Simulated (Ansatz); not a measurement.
System: PbO (Pbcm, No. 57). Method: LDA (plane waves, PAW; Ansatz, an electronic-structure program).

Settings: plane-wave cutoff 520 eV, 8×6×6 k mesh (along the axes of the cell as run), Fermi–Dirac smearing 0.01 eV, scalar-relativistic PAW data made under PBE.

Properties against volume:

Shape and atoms are relaxed at each volume.

| V (Å³/atom) | P (GPa) | direct gap at Γ (eV) |
|---|---|---|
| 17.532 | 1.30 | 3.562 |
| 17.897 | 0.58 | 3.491 |
| 18.262 | 0.00 | 3.420 |
| 18.627 | -0.46 | 3.354 |
| 18.993 | -0.82 | 3.297 |

The fundamental gap (1.94 eV at the equilibrium volume, with added k points) lies elsewhere than Γ–Γ.

Note: the bulk modulus comes from volumes at which shape and atoms were relaxed.

Spin–orbit coupling is not included; with these elements it can move the gap by several tenths of an eV or more.
